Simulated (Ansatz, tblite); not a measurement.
# The cluster Cu2O2: rung by rung

An exercise on one series of results from a longer session: the logs are not shown, and one member is left open.

The runs use Ansatz 0.2.0, Gaussian basis; as each input shows.

Plan: GFN1-xTB, GFN2-xTB, PBE-D4/def2-TZVP, r2SCAN-D4/def2-TZVP, ωB97X-V/def2-TZVP, B3LYP-D4/def2-TZVP, LC-ωPBE/def2-TZVP, BLYP-D4/def2-TZVP, HF/def2-TZVP, PBE-D4/def2-SVP, PBE0-D4/def2-SVP, HF/6-31G, B3LYP-D4/6-31G, PBE0-D4/def2-TZVPD, PBE-D4/def2-TZVPD, r2SCAN-D4/def2-TZVPD, CCSD(T)/def2-TZVPP, MP2/def2-TZVP, RPA/def2-TZVP.

### The relaxed structure

The singlet was relaxed beforehand with PBE0-D4/def2-SVP. At that level it is the lowest of the isomers that a small search found.

4 atoms, charge 0, spin multiplicity 1.

Bond lengths: Cu1–O3 1.801 Å, Cu1–O4 1.801 Å, Cu2–O3 1.801 Å, Cu2–O4 1.801 Å. Angles: O3–Cu1–O4 98.8°, O3–Cu2–O4 98.8°, Cu1–O3–Cu2 81.2°, Cu1–O4–Cu2 81.2°.

No spin-orbit coupling is included.

PBE0-D4/def2-TZVP was run before; its log isn't repeated, and its numbers join the tables.

Set-up of the first run:

Tight binding, by tblite at 300 K electronic temperature and without a spin-polarisation term:

```python
tblite.interface.Calculator('GFN1-xTB', numbers, positions, charge=0, uhf=0).singlepoint()
```

Tight binding, by tblite at 300 K electronic temperature and without a spin-polarisation term:

```python
tblite.interface.Calculator('GFN2-xTB', numbers, positions, charge=0, uhf=0).singlepoint()
```

start.molden holds the orbitals of an earlier run on this state, given as this run's starting guess.

Input file in.yaml:

```yaml
crystal:
  periodic: [false, false, false]
  atoms:
    - {symbol: Cu, position_ang: [1.159092, -0.155766, 0.071812]}
    - {symbol: Cu, position_ang: [-1.159092, 0.155733, -0.071820]}
    - {symbol: O, position_ang: [0.125746, 0.326330, -1.321898]}
    - {symbol: O, position_ang: [-0.125756, -0.326297, 1.321905]}
basis:
  gaussian: {orbitals: def2-TZVP, initial_orbitals: start.molden}
hamiltonian: {xc: pbe, dispersion: d4}
scf: {omitted_lower_state_checks: [starts]}
output: {forces: true, orbitals: {seedname: orbitals}}
```

Launch:

```sh
$ ansatz run in.yaml --threads 4 --pin off --events-out ev --progress --plain --max-ram 3916MiB
```

Steps of the session up to this table: PBE-D4/def2-TZVP; r2SCAN-D4/def2-TZVP; ωB97X-V/def2-TZVP; B3LYP-D4/def2-TZVP; LC-ωPBE/def2-TZVP; BLYP-D4/def2-TZVP; HF/def2-TZVP; PBE-D4/def2-SVP; PBE0-D4/def2-SVP; HF/6-31G; B3LYP-D4/6-31G; PBE0-D4/def2-TZVPD; PBE-D4/def2-TZVPD; r2SCAN-D4/def2-TZVPD; CCSD(T)/def2-TZVPP; MP2/def2-TZVP; RPA/def2-TZVP.

One table of the session follows, with a row left open; its other results are not shown here.

It belongs to the step «Levels side by side». 

```
               level  HOMO (eV)  LUMO (eV)  gap (eV)
            HF/6-31G          ?          ?         ?
        HF/def2-TZVP     -10.14       0.16     10.30
     PBE-D4/def2-SVP      -4.75      -4.34      0.41
    PBE-D4/def2-TZVP      -5.26      -4.83      0.44
   PBE-D4/def2-TZVPD      -5.39      -4.95      0.44
   BLYP-D4/def2-TZVP      -5.24      -4.77      0.47
 r2SCAN-D4/def2-TZVP      -5.45      -4.68      0.76
r2SCAN-D4/def2-TZVPD      -5.54      -4.78      0.77
      B3LYP-D4/6-31G      -6.10      -3.37      2.73
  B3LYP-D4/def2-TZVP      -6.70      -4.10      2.60
    PBE0-D4/def2-SVP      -6.45      -3.36      3.09
   PBE0-D4/def2-TZVP      -6.89      -3.78      3.11
  PBE0-D4/def2-TZVPD      -6.98      -3.88      3.11
   LC-ωPBE/def2-TZVP      -9.59      -1.65      7.94
   ωB97X-V/def2-TZVP      -9.33      -1.60      7.73
```

Q: Estimate the row for HF/6-31G from the others.

The run gave: HOMO (eV): -9.13; LUMO (eV): 0.56; gap (eV): 9.69. In the column «HOMO (eV)» it lies between ωB97X-V/def2-TZVP (-9.33) and PBE0-D4/def2-TZVPD (-6.98).
